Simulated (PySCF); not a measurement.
# wB97X-V/STO-3G run of BClO (boron chloride oxide)

Aim: the vertical singlet–triplet gap of BClO (boron chloride oxide) at wB97X-V/STO-3G, from 2 runs. The job is set up through a Python script.

The calculation is run with PySCF 2.14.0.

14 further runs of the same task are left out: 4 that didn't finish, 10 set aside as unsound or not needed.

**1. The system as given**

The species is BClO (3 atoms), meant as a singlet with charge 0. As SMILES, `O=BCl`. Geometry: relaxed at GFN2-xTB.

Bond lengths: O1–B2 1.193 Å, B2–Cl3 1.639 Å. Angles: O1–B2–Cl3 179.9°.

**2. The energy at wB97X-V/STO-3G**

File mol.xyz:

```xyz
3
BClO
O      1.019560     0.606200     0.626990
B      0.113080     0.066620     0.069470
Cl    -1.132640    -0.672810    -0.696460
```

File run.py:

```python
from pyscf import gto, dft

system = gto.M(
    atom='mol.xyz',
    verbose=3,
    basis='sto-3g',
    charge=0,
    spin=0,
    max_memory=1860,
)

ks = dft.RKS(system, xc='wb97x-v')
ks.grids.level = 5
ks.nlcgrids.level = 1
ks.conv_tol = 1e-10
ks.kernel()
if not ks.converged:
    ks = ks.newton().run(ks.mo_coeff, ks.mo_occ)

e_final = ks.e_tot
print('Final energy', e_final)
```

Started as:

```sh
$ OMP_NUM_THREADS=1 python run.py
```

The program printed:

```text
converged SCF energy = -553.911010032593
Final energy -553.9110100325934
```

Run time: 12 s. Hardware: 1 thread of Arm Neoverse V1, shared host; peak memory 0.19 GiB.

**3. The triplet, same level**

File calc.py:

```python
from pyscf import gto, dft

mol = gto.Mole()
mol.atom = [
    ('O', (1.019560, 0.606200, 0.626990)),
    ('B', (0.113080, 0.066620, 0.069470)),
    ('Cl', (-1.132640, -0.672810, -0.696460)),
]
mol.spin = 2
mol.verbose = 3
mol.max_memory = 1860
mol.charge = 0
mol.basis = 'sto-3g'
mol.build()

mf = dft.UKS(mol, xc='wb97x-v')
mf.grids.level = 5
mf.conv_tol = 1e-10
mf.nlcgrids.level = 1
mf.kernel()
if not mf.converged:
    mf = mf.newton().run(mf.mo_coeff, mf.mo_occ)

etot = mf.e_tot
print('E(%s) = %.9f' % ('WB97X-V', etot))
```

Started as:

```sh
$ OMP_NUM_THREADS=1 python calc.py
```

The program printed:

```text
WARN: HOMO 0.149489873583475 >= LUMO -0.441385336427434

WARN: HOMO -0.0662879618476837 >= LUMO -0.0768383665749747

converged SCF energy = -553.60997756722  <S^2> = 2.0025487  2S+1 = 3.0016987
E(WB97X-V) = -553.609977567
```

It took 22 s on 1 thread of Arm Neoverse V1, shared host; peak memory 0.2 GiB.

**4. What came out**

At wB97X-V/STO-3G:

| quantity | value |
| --- | --- |
| singlet: total energy | -553.91101 Eh |
| singlet: dipole moment | 0.30 D |
| singlet: HOMO energy | -10.12 eV |
| singlet: LUMO energy | 6.81 eV |
| singlet: HOMO–LUMO gap | 16.94 eV |
| triplet: total energy | -553.60998 Eh |
| triplet: dipole moment | 0.78 D |
| triplet: HOMO energy (highest over α and β) | -2.16 eV |
| triplet: LUMO energy (lowest over α and β) | -1.48 eV |
| triplet: ⟨S²⟩ | 2.003 |
| vertical energy of the triplet above the singlet | 8.192 eV |

What this shows: At this shape the triplet lies 8.19 eV (790 kJ/mol) above the singlet. In a minimal basis such a difference can be off by several eV, whatever the method.
